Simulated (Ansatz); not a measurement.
Reaction: CH3ClOSi (chlorosilylformaldehyde, SMILES [SiH2](C=O)Cl) → CHO (SMILES [CH]=O, doublet) + SiH2Cl (SMILES [SiH2]Cl, doublet) (the C-Si bond breaks)
Each species at its own B3LYP-D3(BJ)/def2-TZVP minimum (Ansatz, an electronic-structure program), one conformer.

Quantity: bond dissociation energy (electronic), in kcal/mol. Open shells are spin-unrestricted; no spin-orbit coupling. CBS(X,Y): correlation extrapolated as X^-3, Hartree-Fock from the larger set. A bracket is a step between two methods taken in the basis named. Functionals run without relativity, which enters their misses. '+ core + X2C': CCSD(T) terms for core correlation (cc-pwCVTZ, 1s frozen past Ne) and scalar relativity (cc-pVTZ-DK).

CCSD(T)/CBS(cc-pV(T+d)Z,cc-pV(Q+d)Z) + [CCSDT(Q) - CCSD(T)]/cc-pV(D+d)Z + core + X2C (Ansatz) gives 74.2 kcal/mol.

### Question
How far off this value is PBE/def2-TZVPD (Ansatz), in which direction, and which of these levels come nearer: r2SCAN/def2-TZVPD, wB97M-V/def2-TZVPD, CCSD(T)/CBS(cc-pV(T+d)Z,cc-pV(Q+d)Z) + core + X2C?

### Answer
PBE gives 68.3 kcal/mol, 5.9 kcal/mol below it. Differences of the others: r2SCAN/def2-TZVPD (Ansatz) -7.0; wB97M-V/def2-TZVPD (Ansatz) -0.2; CCSD(T)/CBS(cc-pV(T+d)Z,cc-pV(Q+d)Z) + core + X2C (Ansatz) 0.2 kcal/mol. Nearer than PBE: wB97M-V/def2-TZVPD, CCSD(T)/CBS(cc-pV(T+d)Z,cc-pV(Q+d)Z) + core + X2C.
